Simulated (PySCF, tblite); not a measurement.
Dissociation curve of Li2, singlet.

Levels: UKS-B3LYP/6-31G* = unrestricted B3LYP/6-31G*, spherical d run with PySCF 2.14.0; RKS-B3LYP/3-21G = restricted B3LYP/3-21G in PySCF; GFN2-xTB, 300 K electronic temperature (tblite).

Energies are in kcal/mol, each relative to the lowest point of its own curve near equilibrium.

```json
[
 {"R / Å": "2.08", "UKS-B3LYP/6-31G*": "11.6", "RKS-B3LYP/3-21G": "12.1", "GFN2-xTB": "1.1"},
 {"R / Å": "2.17", "UKS-B3LYP/6-31G*": "8.0", "RKS-B3LYP/3-21G": "8.4", "GFN2-xTB": "0.3"},
 {"R / Å": "2.38", "UKS-B3LYP/6-31G*": "2.7", "RKS-B3LYP/3-21G": "2.8", "GFN2-xTB": "0.0"},
 {"R / Å": "2.46", "UKS-B3LYP/6-31G*": "1.5", "RKS-B3LYP/3-21G": "1.5", "GFN2-xTB": "?"},
 {"R / Å": "2.59", "UKS-B3LYP/6-31G*": "0.4", "RKS-B3LYP/3-21G": "0.4", "GFN2-xTB": "1.5"},
 {"R / Å": "2.67", "UKS-B3LYP/6-31G*": "0.1", "RKS-B3LYP/3-21G": "0.1", "GFN2-xTB": "2.4"},
 {"R / Å": "2.74", "UKS-B3LYP/6-31G*": "0.0", "RKS-B3LYP/3-21G": "0.0", "GFN2-xTB": "3.4"},
 {"R / Å": "2.84", "UKS-B3LYP/6-31G*": "0.2", "RKS-B3LYP/3-21G": "0.2", "GFN2-xTB": "4.9"},
 {"R / Å": "2.96", "UKS-B3LYP/6-31G*": "0.8", "RKS-B3LYP/3-21G": "0.8", "GFN2-xTB": "?"},
 {"R / Å": "2.99", "UKS-B3LYP/6-31G*": "1.0", "RKS-B3LYP/3-21G": "1.0", "GFN2-xTB": "7.6"},
 {"R / Å": "3.14", "UKS-B3LYP/6-31G*": "2.2", "RKS-B3LYP/3-21G": "2.3", "GFN2-xTB": "10.3"},
 {"R / Å": "3.43", "UKS-B3LYP/6-31G*": "5.3", "RKS-B3LYP/3-21G": "5.5", "GFN2-xTB": "13.9"},
 {"R / Å": "3.70", "UKS-B3LYP/6-31G*": "8.6", "RKS-B3LYP/3-21G": "8.8", "GFN2-xTB": "19.5"},
 {"R / Å": "4.11", "UKS-B3LYP/6-31G*": "12.8", "RKS-B3LYP/3-21G": "13.9", "GFN2-xTB": "28.6"},
 {"R / Å": "4.54", "UKS-B3LYP/6-31G*": "15.8", "RKS-B3LYP/3-21G": "18.6", "GFN2-xTB": "?"},
 {"R / Å": "5.01", "UKS-B3LYP/6-31G*": "17.8", "RKS-B3LYP/3-21G": "22.9", "GFN2-xTB": "47.8"},
 {"R / Å": "5.45", "UKS-B3LYP/6-31G*": "?", "RKS-B3LYP/3-21G": "26.2", "GFN2-xTB": "55.9"},
 {"R / Å": "6.05", "UKS-B3LYP/6-31G*": "19.6", "RKS-B3LYP/3-21G": "29.7", "GFN2-xTB": "?"},
 {"R / Å": "6.75", "UKS-B3LYP/6-31G*": "20.0", "RKS-B3LYP/3-21G": "32.5", "GFN2-xTB": "?"},
 {"R / Å": "7.38", "UKS-B3LYP/6-31G*": "20.1", "RKS-B3LYP/3-21G": "34.2", "GFN2-xTB": "76.0"},
 {"R / Å": "8.18", "UKS-B3LYP/6-31G*": "—", "RKS-B3LYP/3-21G": "35.7", "GFN2-xTB": "—"}
]
```

Task: Fill in the missing entries.

Result: 
- 2.46, GFN2-xTB: 0.4
- 2.96, GFN2-xTB: 7.0
- 4.54, GFN2-xTB: 38.1
- 5.45, UKS-B3LYP/6-31G*: 18.9
- 6.05, GFN2-xTB: 64.6
- 6.75, GFN2-xTB: 71.8

A dash means that the run gave no value there, or that the column was ended at a point which the program doubted or which failed a test of continuity chosen for this set; such a test can also cut sound points.

The unrestricted solution behind UKS-B3LYP/6-31G* changes between 7.38 and 8.18 Å, which can leave a kink. The unrestricted determinant behind UKS-B3LYP/6-31G* is spin-contaminated at 3.70 to 7.38 Å (<S²> up to 1.0, against 0.00 for a pure singlet). The restricted form behind RKS-B3LYP/3-21G keeps the bonding electrons paired and can't separate into open-shell fragments.
